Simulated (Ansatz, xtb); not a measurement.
CH5B2−: 5 structures ranked

5 gas-phase structures of CH5B2−, found in a search over its isomers (lower ones may exist). Each was relaxed with GFN2-xTB:

A. `[BH3-]B=C`, a singlet
B. `BC=[BH2-]`, a singlet
C. a singlet given by its coordinates
D. `B=C[BH3-]`, a singlet
E. `B[BH-]=C`, a singlet

C (Å):

```csv
atom,x (Å),y (Å),z (Å)
C,-1.3570,-0.8802,-1.0607
B,-1.2387,0.5818,-1.4415
B,-2.6573,-0.0060,-1.8550
H,-0.7209,1.4262,-0.7489
H,-3.6441,0.4026,-1.2396
H,-2.9945,-0.6403,-2.8363
H,-1.2260,-1.2239,-0.0176
H,-1.1732,-1.7245,-1.7236
```

Close contacts (Å): C1–B2 1.52, C1–B3 1.76, B2–B3 1.59, C1–H7 1.11, C1–H8 1.09, B2–H4 1.21, B3–H5 1.23, B3–H6 1.22.

**Question.** Make a reasoned guess at their ranking by r2SCAN-D4/def2-SVPD single-point energy.

**Answer.** Calculated order at r2SCAN-D4/def2-SVPD: B (0.0), A (18.2), E (26.7), C (29.2), D (31.1) kcal/mol.

Energies above the lowest of each column, in kcal/mol; the last columns are at B3LYP-D3(BJ)/def2-SVPD geometries and were run for some of them only (a dash: not run or not comparable):

| structure | GFN2-xTB | HF/STO-3G | r2SCAN-D4/def2-SVPD | B3LYP-D3(BJ)/def2-SVPD | CCSD(T)/def2-SVPD + ΔMP2/def2-TZVPPD |
| --- | --- | --- | --- | --- | --- |
| B | 0.0 | 0.0 | 0.0 | 0.0 | 0.0 |
| A | 33.5 | 33.3 | 18.2 | 20.0 | 20.1 |
| E | 32.5 | 41.2 | 26.7 | 27.0 | 24.7 |
| C | 38.1 | 41.5 | 29.2 | – | – |
| D | 24.1 | 39.2 | 31.1 | – | – |

Every level run on B puts it lowest or level with the lowest. Flexible structures stand in one conformer each, not always the lowest. Frequencies (B3LYP-D3(BJ)/def2-SVPD) were run for A, B, E alone. ΔMP2 is the change of the MP2 energy from the smaller to the larger basis.

Over these structures GFN2-xTB departs from r2SCAN-D4/def2-SVPD by 6.5 kcal/mol on average once a common shift is removed. A GFN2-xTB relaxation took about 0.075 s and the r2SCAN-D4/def2-SVPD energy about 1.1 s on a shared host (Ansatz 0.2.0, xtb 6.7.1).
